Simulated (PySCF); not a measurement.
Gas-phase reaction: 5 SiHF + SiHF₃ = Si₂H₆ + 4 SiF₂

Computed with PySCF and rigid-rotor harmonic-oscillator thermochemistry at 1 bar. † marks an energy on the PBE0/def2-TZVP geometry and frequencies; other levels use their own. MP2 freezes the core. 6-31G* has spherical d functions here. All species are closed-shell singlets. B3LYP is the form with VWN-RPA correlation. SiHF: computed as isolated molecules; such fragments, hydroxides, amides, oligomers or adducts are transient or little studied in the gas. MP2 isn't extrapolated to the basis-set limit.

| level | ΔH°(298 K), kJ |
|---|---|
| B3LYP/6-31G* | -478 |
| HF/6-31G* | [?] |
| MP2/def2-SVP† | -480 |
| MP2/def2-TZVPP† | [?] |
| PBE/def2-SVP | -510 |
| PBE/def2-TZVP† | -503 |
| PBE0/def2-QZVP† | -498 |
| PBE0/def2-SVP† | [?] |
| LDA/def2-TZVP† | [?] |
| ωB97M-V/def2-TZVP† | -482 |
| ωB97X-V/def2-TZVP† | -494 |

Problem. Fill in the missing entries.

Solution. 
- HF/6-31G*, ΔH°(298 K), kJ: -419
- MP2/def2-TZVPP†, ΔH°(298 K), kJ: -487
- PBE0/def2-SVP†, ΔH°(298 K), kJ: -501
- LDA/def2-TZVP†, ΔH°(298 K), kJ: -550
